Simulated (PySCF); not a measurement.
# First hyperpolarisability: `CSCC(C)C`, C$_{5}$H$_{12}$S

Geometry:
```tsv
atom	x (Å)	y (Å)	z (Å)
C1	2.773	-0.030	0.121
S2	1.646	1.378	0.063
C3	0.288	0.671	-0.908
C4	-0.550	-0.406	-0.217
C5	-1.564	-0.978	-1.202
C6	-1.225	0.120	1.042
H7	3.025	-0.380	-0.892
H8	3.694	0.320	0.608
H9	2.368	-0.867	0.709
H10	-0.349	1.535	-1.165
H11	0.701	0.291	-1.857
H12	0.132	-1.225	0.075
H13	-2.271	-0.200	-1.535
H14	-2.155	-1.785	-0.740
H15	-1.074	-1.390	-2.098
H16	-1.770	-0.680	1.566
H17	-1.951	0.913	0.793
H18	-0.484	0.550	1.733
```

Theory: PySCF, quadratic response CAM-B3LYP/aug-cc-pVDZ first hyperpolarisability, Taylor convention, gas phase. Geometry: PBE0-D3(BJ)/def2-SVP.

Question: Give β for the processes computed.

Answer: In 10⁻³⁰ esu, Taylor convention; the vector part is βᵢ = ⅓ Σⱼ (βᵢⱼⱼ + βⱼᵢⱼ + βⱼⱼᵢ); β∥ is 3/5 of the vector part along the dipole, the dipole points from − to +:
| process | λ (nm) | β vector norm | β∥ | β HRS | depolarisation ratio |
| --- | --- | --- | --- | --- | --- |
| static β(0;0,0) | ∞ | 0.77 | 0.28 | 0.32 | 4.81 |
| second harmonic β(−2ω;ω,ω) | 1907 | 0.81 | 0.30 | 0.34 | 4.79 |
| Pockels β(−ω;ω,0) | 1907 | 0.78 | 0.29 | – | – |
| second harmonic β(−2ω;ω,ω) | 1064 | 0.91 | 0.34 | 0.38 | 4.72 |
| Pockels β(−ω;ω,0) | 1064 | 0.81 | 0.30 | – | – |

Question: Which lowest excitations, dipole and polarisabilities go with it?

Answer: S1 5.37 eV (f = 0.000); S2 5.65 eV (f = 0.010); S3 6.04 eV (f = 0.025); dipole 1.70 D; isotropic α 85.6 au static, 85.8 au at 1907 nm, 86.3 au at 1064 nm, 86.5 au at 953.5 nm, 88.5 au at 532 nm.
